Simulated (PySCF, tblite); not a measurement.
Species: 4-chlorobutanal, C₄H₇ClO.
Bonds: O1–C2 (double), C2–C3, C3–C4, C4–C5, C5–Cl6. Hydrogens: H7 on C2; H8, H9 on C3; H10, H11 on C4; H12, H13 on C5.

Computed with GFN2-xTB (tblite), gas phase: Langevin dynamics at 600 K from the optimised GFN2-xTB geometry, time step 0.5 fs, friction 0.01 fs⁻¹, 2000 steps. Over the second half of the run the saved frames average 701 K.

Frame at 250 fs, instantaneous temperature 850 K:
```
atom  x, y, z in Å
O1     -2.461    1.411    0.803
C2     -2.215    0.307    1.084
C3     -1.251   -0.564    0.365
C4     -0.221    0.209   -0.480
C5      1.098    0.507    0.222
Cl6     2.248   -0.801    0.513
H7     -2.503   -0.361    1.980
H8     -1.846   -1.309   -0.228
H9     -0.849   -1.346    0.929
H10    -0.729    1.227   -0.593
H11    -0.062   -0.364   -1.438
H12     1.588    1.325   -0.363
H13     0.872    0.939    1.168
```

Frame at 425 fs, instantaneous temperature 882 K:
```
atom  x, y, z in Å
O1     -2.037    1.106    1.617
C2     -2.343   -0.028    1.515
C3     -1.623   -1.075    0.687
C4     -0.630   -0.264   -0.173
C5      0.500    0.443    0.594
Cl6     1.748   -0.705    1.308
H7     -3.132   -0.389    2.121
H8     -2.433   -1.571    0.097
H9     -1.050   -1.656    1.296
H10    -1.298    0.445   -0.636
H11    -0.123   -0.645   -0.987
H12     0.930    1.076   -0.162
H13     0.308    1.088    1.507
```

Frame at 625 fs, instantaneous temperature 729 K:
```
atom  x, y, z in Å
O1     -2.271    0.519    2.109
C2     -1.892   -0.629    2.041
C3     -1.014   -1.270    0.881
C4     -0.676   -0.588   -0.330
C5      0.224    0.579   -0.070
Cl6     1.639   -0.025    0.941
H7     -2.212   -1.332    2.757
H8     -1.699   -2.063    0.669
H9     -0.028   -1.958    1.171
H10    -1.509   -0.146   -0.715
H11    -0.086   -1.378   -1.044
H12     0.571    0.943   -1.082
H13    -0.239    1.316    0.454
```

Frame at 800 fs, instantaneous temperature 357 K:
```
atom  x, y, z in Å
O1     -2.014    0.389    2.256
C2     -1.755   -0.751    2.118
C3     -1.057   -1.408    0.871
C4     -0.988   -0.487   -0.333
C5     -0.210    0.784   -0.066
Cl6     1.464    0.632    0.016
H7     -1.832   -1.550    2.911
H8     -1.174   -2.514    0.556
H9      0.040   -1.571    1.220
H10    -2.058   -0.181   -0.820
H11    -0.505   -1.095   -1.124
H12    -0.674    1.529   -0.747
H13    -0.488    1.156    0.900
```

Frame at 1000 fs, instantaneous temperature 632 K:
```
atom  x, y, z in Å
O1     -2.688    0.033    2.407
C2     -1.717   -0.635    2.624
C3     -0.858   -1.457    1.546
C4     -1.345   -0.944    0.079
C5     -0.586    0.248   -0.395
Cl6     1.179   -0.031   -0.409
H7     -1.441   -1.142    3.545
H8     -1.074   -2.452    1.719
H9      0.222   -1.274    1.822
H10    -2.297   -0.715   -0.132
H11    -1.118   -1.710   -0.702
H12    -0.790    0.542   -1.414
H13    -0.737    1.029    0.325
```

Q: What do single points at PBE0/pcSseg-1 (PySCF, gas phase) give on these frames?

A: 
```
t (fs)  GFN2-xTB E above start (eV)  DFT E above lowest frame (eV)  HOMO (eV)  LUMO (eV)  dipole (D)
   250                         0.85                           0.00      -7.69      -0.76        1.29
   425                         0.90                           0.14      -7.58      -0.76        2.70
   625                         1.50                           0.66      -7.60      -0.92        2.80
   800                         1.12                           0.29      -7.53      -0.85        2.52
  1000                         1.08                           0.34      -7.54      -1.09        1.49
```

The two levels order the frames alike by energy but for pairs within 0.08 eV at one level; measured from each level's lowest frame they differ by 0.11 eV at most. The HOMO–LUMO gap runs from 6.45 to 6.93 eV. These are instantaneous structures, not minima.

Q: And the isotropic GIAO shieldings (ppm) from the same runs?

A: 
```tsv
atom	250 fs	425 fs	625 fs	800 fs	1000 fs	mean	range
O1	-269.5	-362.5	-364.4	-301.3	-377.4	-335.0	107.9
C2	-7.7	-18.1	-22.2	-11.1	-29.2	-17.7	21.5
C3	142.6	147.6	132.7	133.2	125.1	136.2	22.5
C4	157.1	159.9	151.7	145.4	160.4	154.9	15.0
C5	138.2	125.9	125.6	152.3	137.2	135.8	26.7
Cl6	895.5	865.9	856.6	933.1	860.1	882.2	76.5
H7	20.4	22.2	22.2	21.3	20.5	21.3	1.8
H8	28.7	28.9	30.0	26.7	30.5	29.0	3.8
H9	29.3	30.6	24.5	27.5	27.1	27.8	6.1
H10	27.2	29.9	30.6	26.9	31.1	29.1	4.2
H11	29.2	31.1	27.2	29.6	29.8	29.4	3.9
H12	27.6	28.0	27.0	28.0	27.9	27.7	1.0
H13	29.2	26.0	28.8	27.6	28.6	28.0	3.2
```

The cost below is that of the whole dynamics run. Time: 9.3 s of wall time; peak memory 0.18 GiB. Hardware: one thread, Intel Xeon Platinum 8488C (x86_64), shared host with 192 logical CPUs at a one-minute load of 58.
